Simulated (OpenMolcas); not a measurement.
# FNO-MP2/cc-pVQZ (RICD fitting, virtual fraction 0.5) run of H4N+ (SMILES [NH4+])

Wanted: a single-point energy of H4N+. 

Program for the calculation: OpenMolcas 26.06.

### Step 1. The system as given

H4N+: 5 atoms, total charge +1, spin state singlet. As SMILES, `[NH4+]`. The shape is that of a GFN2-xTB optimisation.

Bond lengths: N1–H2 1.030 Å, N1–H3 1.029 Å, N1–H4 1.030 Å, N1–H5 1.030 Å. Angles: H2–N1–H3 109.5°, H2–N1–H4 109.4°, H2–N1–H5 109.5°, H3–N1–H4 109.5°, H3–N1–H5 109.4°, H4–N1–H5 109.5°.

### Step 2. A single-point energy at FNO-MP2/cc-pVQZ (RICD fitting, virtual fraction 0.5)

job.inp reads:

```
* H4N FNO-MP2
>>> EXPORT MOLCAS_PRINT=2
&GATEWAY
BasLib
$CurrDir
Coord
5
bohr
N      0.00015118     0.00009449    -0.00001890
H      0.86146945    -0.85173736     1.52245785
H     -1.84796318     0.41109102     0.44701471
H      0.04550461    -1.20441695    -1.52731445
H      0.94085684     1.64496880    -0.44213922
Basis
cc-pVQZ
Group
NoSym
RICD
&SEWARD
&SCF
Charge
1
PrOrbitals
1 1
&MBPT2
FNOMP2
0.5
DoMP2
Frozen
1
```

The basis set cc-pVQZ is read from a file made from the Basis Set Exchange's data (not shown).

Launch:

```
$ export MOLCAS_MEM=1860
$ pymolcas job.inp > job.log
```

**Question.** What will come out? Wanted: total energy; HOMO energy; LUMO energy; HOMO–LUMO gap; correlation energy.

Answer, from the run:

At FNO-MP2/cc-pVQZ (RICD fitting, virtual fraction 0.5), 1 core orbital frozen:

```
                                  quantity         value
                              total energy  -56.80967 Eh
       HOMO energy (Hartree–Fock orbitals)     -27.09 eV
       LUMO energy (Hartree–Fock orbitals)      -3.45 eV
     HOMO–LUMO gap (Hartree–Fock orbitals)      23.64 eV
correlation energy (1 core orbital frozen)    -242.4 mEh
```
